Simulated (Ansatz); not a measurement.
Ansatz (a quantum-chemistry and plane-wave program) job for Al(Cl)3 anion (AlCl3), SMILES [Cl][Al]([Cl])[Cl] (connectivity only; charge and spin as stated), charge -1, multiplicity 2, PBE/def2-SVPD. The structure is a stationary point at PBE0-D3(BJ)/def2-SVPD. The spin state was assumed, not searched. The isomer is the one that the SMILES or the coordinates give; other isomers of the formula were not compared.

Ansatz 0.2 input:
```yaml
crystal:
  periodic: [false, false, false]
  atoms:
    - {symbol: Al, position_ang: [-0.00000000, 0.00000000, 0.64180444]}
    - {symbol: Cl, position_ang: [1.78850908, -1.03259620, -0.16359721]}
    - {symbol: Cl, position_ang: [-1.78850907, -1.03259620, -0.16359721]}
    - {symbol: Cl, position_ang: [-0.00000000, 2.06519240, -0.16359721]}
basis:
  gaussian:
    orbitals: def2-SVPD
hamiltonian:
  xc: {name: PBE}
total_charge: -1
magnetization: {spin_polarized: true, initial_magnetization: 1}
```

Output:

```
WARN ansatz: RAYON_NUM_THREADS=1 ignored (pool sized by the plan → 1); use --threads N
Functional definition: PBE
integrals: 0.05 GiB planned
1057 factors; their error is unknown
mean field: 0.37 GiB planned
mean field evaluation 1: about -44139.5424 eV, gradient 6.1e0 eV
mean field evaluation 2: about -44139.3627 eV, gradient 8.3e0 eV
mean field evaluation 4: about -44139.8150 eV, gradient 3.7e-1 eV
mean field evaluation 8: about -44139.7689 eV, gradient 2.9e-2 eV
mean field evaluation 16: about -44139.7689 eV, gradient 3.6e-5 eV
mean field -44139.76886857 eV, -1622.1065869099 hartree, gradient 3.6e-5 eV, S^2 0.751264; 0 other end points of the search recorded, 0 dependent functions left out
reference -44139.76890722 eV, -1622.1065883303 hartree; 33, 32 occupied and 72, 73 virtual orbitals, 1057 factors
Total energy: -44139.76890722 eV, -1622.1065883303 hartree
```

Self-consistency was reached.
